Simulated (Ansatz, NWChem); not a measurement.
C3H7N (cyclopropylamine): from total energies to a heat of formation

The species is C3H7N (11 atoms), meant as a singlet with charge 0. SMILES: `NC1CC1`. The shape is that of a PBE0-D4/def2-TZVP optimisation. This is one conformer, not always the lowest.

Total energies at SVWN5/6-31G* (spherical functions) (NWChem 7.3.0); the atoms run unrestricted:

```tsv
species	state	energy (Eh)
C3H7N	singlet	-171.662302
N	quartet	-54.109168
C	triplet	-37.450175
H	doublet	-0.476044
```

Harmonic wavenumbers at PBE0-D4/def2-TZVP, in cm⁻¹: 269, 402, 411, 775, 811, 845, 848, 919, 1022, 1057, 1071, 1132, 1186, 1196, 1256, 1271, 1414, 1448, 1506, 1658, 3088, 3153, 3158, 3238, 3251, 3524, 3604.

Measured heats of formation of the gaseous atoms at 298.15 K, in kJ/mol: N 472.4, C 716.9, H 218.0. Take 1 Eh = 2625.50 kJ/mol, 1 cm⁻¹ = 0.0119627 kJ/mol, RT = 2.479 kJ/mol.

**Question.** Work out the heat of formation of the gas at 298 K.

**Answer.** 
1. Electronic atomisation energy: (-54.109168) + 3 × (-37.450175) + 7 × (-0.476044) − (-171.662302) = 1.870301 Eh = 4910.5 kJ/mol.
2. Zero-point energy: half the sum of the wavenumbers, 21756.5 cm⁻¹ = 260.3 kJ/mol.
3. Thermal vibrational enthalpy, Σ hcν̃/(exp(hcν̃/kT) − 1): 4.2 kJ/mol. Translation, rotation and pV of a non-linear molecule: 4 RT = 9.9 kJ/mol.
4. The 11 free atoms carry 5/2 RT each: 68.2 kJ/mol.
5. Spin-orbit coupling lowers the free atoms by 3 × 0.02 = 0.1 kJ/mol.
6. Atomisation enthalpy at 298 K: 4910.5 − 0.1 − 260.3 − 4.2 − 9.9 + 68.2 = 4704.2 kJ/mol.
7. Sum of the atoms' heats of formation: 4149.1 kJ/mol. Heat of formation: 4149.1 − 4704.2 = -555.1 kJ/mol.

The tabulated value is +77.0 kJ/mol (CRC Handbook of Chemistry and Physics), so this level is off by -632.1 kJ/mol, or 15.5 % of the atomisation enthalpy that the table implies (4072.0 kJ/mol). The LDA overbinds, which puts heats of formation too low. Anharmonicity and any spin-orbit splitting of the molecule are left out.
